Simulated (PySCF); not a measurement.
Species: C4H5PS.
Numbering: `[CH3:1][c:2]1[p:3][cH:4][cH:5][s:6]1`

NICS is the negative of the GIAO shielding at a point without a nucleus: at the ring centre (0) and 1 Å above and below it (1); zz is the component along the ring normal. Level: GIAO PBE0/pcSseg-1 (PySCF, non-relativistic, gas phase) on the GFN2-xTB geometry, one conformer.

Ring bond lengths (Å), with Mayer bond orders in brackets: C2–P3 1.714 (1.46), P3–C4 1.768 (1.13), C4–C5 1.350 (1.64), C5–S6 1.715 (1.15), S6–C2 1.732 (1.16).

**Question.** What do the NICS probes read (ppm)?

**Answer.** 
```
          ring                                                     type  NICS(0)  NICS(1), two faces  NICS(1)zz, two faces  rms pucker (Å)  centre to ring atoms, mean (Å)
C2–P3–C4–C5–S6  5-membered ring with P and S; formal bonds all aromatic    -11.1       -10.9 / -10.9         -24.8 / -24.8            0.00                            1.40
```

**Question.** What do they say, and how far can they be read as aromaticity?

**Answer.** 
- C2–P3–C4–C5–S6: mean NICS(1)zz -24.8 ppm, shielded.

**Question.** What does the geometric index give? HOMA takes Krygowski's 1993 parameters.

**Answer.** 
- C2–P3–C4–C5–S6: HOMA 0.72; the largest term is that of P3–C4, α(R − Ropt)² = 0.58.

**Question.** What are the shieldings of the ring atoms and their hydrogens in the same run (means over atoms taken as equivalent)?

**Answer.** 
```json
{"atoms": "C2", "environment": "substituted aromatic carbon", "σ isotropic (ppm)": "-8.8", "principal values of the symmetric part, first atom (ppm)": "-159.7, 4.4, 128.8"}
{"atoms": "P3", "environment": "phosphorus bonded to 2 C", "σ isotropic (ppm)": "99.0", "principal values of the symmetric part, first atom (ppm)": "-149.6, 95.9, 350.7"}
{"atoms": "C4", "environment": "aromatic CH carbon", "σ isotropic (ppm)": "37.0", "principal values of the symmetric part, first atom (ppm)": "-59.7, 28.4, 142.1"}
{"atoms": "C5", "environment": "aromatic CH next to a ring sulfur", "σ isotropic (ppm)": "42.2", "principal values of the symmetric part, first atom (ppm)": "-52.8, 49.5, 129.9"}
{"atoms": "S6", "environment": "thiophene-type sulfur", "σ isotropic (ppm)": "170.4", "principal values of the symmetric part, first atom (ppm)": "-13.6, 210.1, 314.6"}
{"atoms": "H on C4", "environment": "aromatic hydrogen", "σ isotropic (ppm)": "23.82", "principal values of the symmetric part, first atom (ppm)": "21.6, 24.5, 25.4"}
{"atoms": "H on C5", "environment": "aromatic hydrogen", "σ isotropic (ppm)": "23.76", "principal values of the symmetric part, first atom (ppm)": "20.5, 24.9, 25.9"}
```

Hardware: one thread, Arm Neoverse V2, on a shared host. Cost: 15 s (grids of density and orbitals included). This is the whole shielding run at PBE0/pcSseg-1, SCF included.
